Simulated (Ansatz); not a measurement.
Input for Ansatz (development build ahead of 0.2.0):

```yaml
crystal:
  periodic: [false, false, false]
  atoms:
    - { symbol: B, position_ang: [0.0, 0.0, 0.0] }
    - { symbol: "N", position_ang: [0.0, 0.0, 1.44] }
basis:
  gaussian: { orbitals: def2-SVP }
hamiltonian:
  xc: hf
correlation:
  method: mp2
  frozen_orbitals: { B: 1, "N": 1 }
output:
  forces: true
```

The input is written out in the form of the current development build from the run's settings.

Results

```
Converged                       : yes
Reference energy                : -78.81110 hartree
Correlation energy              : -0.16987 hartree
Total energy                    : -78.98098 hartree
Spin squared of the determinant : 0.000
Stability test                  : minimum among restricted orbitals
```

Forces (eV/Å):
```json
{"atom": "B1", "Fx": "0.000", "Fy": "0.000", "Fz": "11.911"}
{"atom": "N2", "Fx": "0.000", "Fy": "0.000", "Fz": "-11.911"}
```

Caution: bonds are stretched, where a single reference can fail; an unrestricted determinant lies well below; other determinants can give a lower correlated total.
